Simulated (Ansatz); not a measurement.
# What a trial cell of Ru3C relaxes into

Computed with Ansatz 0.2.0, DFT PBE, scalar-relativistic, plane waves, PAW. Cutoff 420 eV, Γ-centred k mesh, Gaussian smearing, no spin polarisation in the final step.

The start puts Ru3C on the Ni3Sn (D0_19) structure type (P6_3/mmc, No. 194), with C in place of Sn, Ru in place of Ni, at a guessed volume.

```xyz
8
Lattice="5.1379 0.0000 0.0000 -2.5689 4.4495 0.0000 0.0000 0.0000 4.1239" Properties=species:S:1:pos:R:3 pbc="T T T"
Ru    2.5689    2.9634    1.0310
Ru   -1.2819    3.7065    3.0930
Ru    1.2870    0.7431    1.0310
Ru    0.0000    1.4861    3.0930
Ru    3.8508    0.7431    1.0310
Ru    1.2819    3.7065    3.0930
C     0.0000    2.9664    1.0310
C     2.5689    1.4832    3.0930
```

Cell and atoms relax at zero pressure; the relaxation can't lower the symmetry of the start. After a coarse first stage the cell is made exact in the group found at 0.06 Å.

Energies over the elements count from the elements' standard structures at the same level, with no empirical corrections.

What does it relax into?

It keeps P6_3/mmc (No. 194), but not the shape of the type it started on. Conventional cell: a = 6.686 Å, c = 2.682 Å. Around Ru lie 2 C at 2.11 Å; around C lie 6 Ru at 2.11 Å.

```cif
data_structure
_symmetry_space_group_name_H-M 'P6_3/mmc'
_symmetry_Int_Tables_number 194
_cell_length_a 6.6861
_cell_length_b 6.6861
_cell_length_c 2.6820
_cell_angle_alpha 90.000
_cell_angle_beta 90.000
_cell_angle_gamma 120.000
_cell_volume 103.83
loop_
_atom_site_label
_atom_site_type_symbol
_atom_site_symmetry_multiplicity
_atom_site_Wyckoff_symbol
_atom_site_fract_x
_atom_site_fract_y
_atom_site_fract_z
_atom_site_occupancy
Ru1 Ru 6 h 0.80717 0.61433 0.25000 1
C1 C 2 c 0.33333 0.66667 0.25000 1
```

What are its volume, energy, density and gap?

The volume per atom is 12.98 Å³ and the density is 10.08 g/cm³. The energy over the elements is 0.55 eV/atom and the gap on the 6×6×14 mesh is 0 eV (a metal).

The final run used a 6×6×14 mesh on its 8-atom cell and 0.10 eV smearing. The k mesh leaves about 4 meV/atom of noise in metals. A structure relaxed within its symmetry needn't be a true minimum. The steps took roughly 5 core-minutes in all.